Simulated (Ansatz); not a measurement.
A made-up structure of CH₂B (charge -1), closed shell:

B1  (0.061, -0.559, 0.289)
C2  (-0.067, 0.610, -0.316)
H3  (0.176, -1.609, 0.833)
H4  (0.773, -1.451, 0.435)
(Å)

It is relaxed with PBE-D4/def2-SVPD and then PBE0-D4/def2-TZVPD (Ansatz 0.2.0). Atoms count as bonded within 1.22 times the sum of their covalent radii (H–H: 0.88 Å). The end point is not checked to be a true minimum.

(1) Does its bonding change? (A judgement: the text doesn't fix the answer.)

Results:

(1) By the calculation: Yes. Formed: C2–H4; broken: B1–H4, H3–H4.

Where it ends: The first stage lowers the energy by 4.83 eV in 26 steps. It ends as CH₂B ([BH][CH]), total charge -1:
```csv
atom,x (Å),y (Å),z (Å)
B1,-0.2049,-1.0127,0.6819
C2,0.7170,-0.4675,-0.0947
H3,-1.0318,-1.5038,1.3782
H4,1.4627,-0.0243,-0.7241
```

Labels in which every atom is bracketed show which atoms are joined, not bond orders.

For scale, one of the runs: PBE0-D4/def2-TZVPD relaxation, 92 basis functions, launched by `ansatz run in.yaml --threads 2 --pin off --events-out ev --progress --plain --max-ram 4352MiB`. Hardware: 2 CPU threads of an Intel Xeon Platinum 8375C, shared host. Wall time about 3.1 s.
